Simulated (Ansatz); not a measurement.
System: antiferromagnetic (type II) rock-salt MnS. Method: B3LYP (VWN-RPA form) (Ansatz, an electronic-structure program, plane waves, PAW).

Numerical settings: plane-wave cutoff 460 eV, 8×8×8 k mesh, Fermi–Dirac smearing 0.01 eV, spin-polarised with opposed moments, scalar-relativistic PAW data made under PBE.

Cell (measured lattice):

```
CELL_PARAMETERS angstrom
      5.22360     2.61180     2.61180
      2.61180     5.22360     2.61180
      2.61180     2.61180     5.22360
ATOMIC_POSITIONS crystal
  Mn 0.00000 0.00000 0.00000
  Mn 0.50000 0.50000 0.50000
  S  0.25000 0.25000 0.25000
  S  0.75000 0.75000 0.75000
```
Starting moments (μB, in the order of the record's atoms Mn Mn S S): 5.0 -5.0 0.0 0.0.

Give the computed band gap, smallest direct gap on the k points sampled, direct gap at Γ and magnetic moment (largest site, within a sphere).


* **band gap**: 3.06 eV (on the SCF k mesh) (indirect)
* **smallest direct gap on the k points sampled**: 3.62 eV
* **direct gap at Γ**: 4.79 eV
* **magnetic moment (largest site, within a sphere)**: 4.38 μB

Note: cell and atoms aren't relaxed at this level (pressure 2.3 GPa).

Moments are spin moments.

Computed values are for the static lattice.
